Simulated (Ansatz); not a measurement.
**Forces on a displaced structure**

CH7AlO (SMILES C[OH+][AlH3-]), closed shell, displaced at random from a GFN2-xTB minimum.

C1  (-0.988, 0.636, -0.676)
O2  (0.159, 0.083, -0.425)
Al3  (1.064, -0.613, 1.054)
H4  (-0.867, 1.568, -1.296)
H5  (-1.855, 0.125, -1.221)
H6  (-1.466, 0.882, 0.319)
H7  (0.596, -0.246, -1.235)
H8  (0.246, -1.967, 1.417)
H9  (0.926, 0.591, 1.899)
H10  (2.288, -0.732, 0.167)
(Å)

Program: Ansatz 0.2.0. Basis: def2-TZVPP. Cores are frozen in the correlated methods.

CCSD(T) forces from the calculation:
```tsv
atom	Fx	Fy	Fz (eV/Å)
C1	-7.086	4.159	-0.617
O2	4.186	-3.091	-1.574
Al3	-0.487	-1.763	0.453
H4	-0.053	-0.473	0.828
H5	1.650	-0.551	0.532
H6	0.591	0.161	-1.064
H7	-0.095	0.241	0.610
H8	0.186	0.246	0.014
H9	-0.131	1.411	1.361
H10	1.237	-0.339	-0.543
```

Question: Which atom feels the largest CCSD(T) force, and how large is it?

Answer: C1, 8.24 eV/Å, along (-0.86, 0.50, -0.07).

Root-mean-square difference of the force components from those of CCSD(T): PBE0-D4 0.147; wB97M-V 0.067; r2SCAN-D4 0.101; PBE-D4 0.215; LC-wPBE 0.087; BHLYP-D4 0.192 eV/Å.

No T1 diagnostic of these runs exceeds 0.009. These are differences at one structure, and CCSD(T) in triple zeta is itself an approximation.

For scale, one of the runs: CCSD(T)/def2-TZVPP forces, 202 basis functions, launched by `ansatz run in.yaml --threads 8 --pin off --events-out ev --progress --plain --max-ram 10444MiB`. Time: 2.3 min of wall clock on 8 CPU threads of an Arm Neoverse N1; the host was shared. Peak host memory: 5.6 GiB.
